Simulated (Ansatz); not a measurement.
Input file:

```yaml
crystal:
  periodic: [false, false, false]
  atoms:
    - {symbol: Br, position_ang: [0.000000, -0.022072, -0.002661]}
    - {symbol: H, position_ang: [0.000000, 0.771451, -0.832254]}
    - {symbol: H, position_ang: [0.000000, 0.978303, 1.043186]}
basis:
  gaussian: {orbitals: def2-mTZVP}
total_charge: 1
magnetization: {spin_polarized: false}
correlation: {method: ccsdt_q, electrons: valence}
```

```sh
$ ansatz run in.yaml --threads 1 --pin off --events-out ev --progress --plain --max-ram 2393MiB
```

The program prints:

```
628 factors; integrals over basis functions are off by at most 2.6e-7 eV
mean field evaluation 1: about -70018.0917 eV, gradient 1.7e1 eV
mean field evaluation 2: about -70018.1157 eV, gradient 1.7e1 eV
mean field evaluation 4: about -70018.8900 eV, gradient 1.6e0 eV
mean field evaluation 8: about -70018.9048 eV, gradient 2.0e-5 eV
mean field evaluation 16: about -70018.9033 eV, gradient 5.9e-1 eV
mean field -70018.90484327 eV, -2573.1472924717 hartree, gradient 1.2e-6 eV, S^2 0.000000; 0 other end points of the search recorded, 0 dependent functions left out
9 core orbitals not correlated: weight in the atoms' cores, before any rotation towards them, 1.000 or more for the frozen orbitals, at most 0.000 for the correlated occupied ones
reference -70018.90484327 eV, -2573.1472924717 hartree; 9, 9 occupied and 24, 24 virtual orbitals, 628 factors
second order -6.07353077 eV of doubles, -0.00000000 eV of singles
cycle   1  -6.20069967 eV  change   -1.3e-1 eV  update   5.1e-2
cycle   2  -6.49781527 eV  change   -3.0e-1 eV  update   1.8e-2
cycle   3  -6.51411681 eV  change   -1.6e-2 eV  update   6.8e-3
cycle   4  -6.51119718 eV  change    2.9e-3 eV  update   1.7e-3
cycle   5  -6.51136642 eV  change   -1.7e-4 eV  update   5.6e-4
cycle   6  -6.51158650 eV  change   -2.2e-4 eV  update   1.6e-4
cycle   7  -6.51153870 eV  change    4.8e-5 eV  update   4.5e-5
cycle   8  -6.51153082 eV  change    7.9e-6 eV  update   1.4e-5
cycle   9  -6.51153851 eV  change   -7.7e-6 eV  update   3.2e-6
cycle  10  -6.51153410 eV  change    4.4e-6 eV  update   1.0e-6
cycle  11  -6.51153502 eV  change   -9.2e-7 eV  update   3.6e-7
perturbative correction -0.00077620 eV, -0.0000285248 hartree
Total energy: -70025.41715448 eV, -2573.3866154946 hartree
```

Ran on 1 thread of AMD EPYC 9B14, shared host: 6 s wall, 0.25 GiB peak host memory.
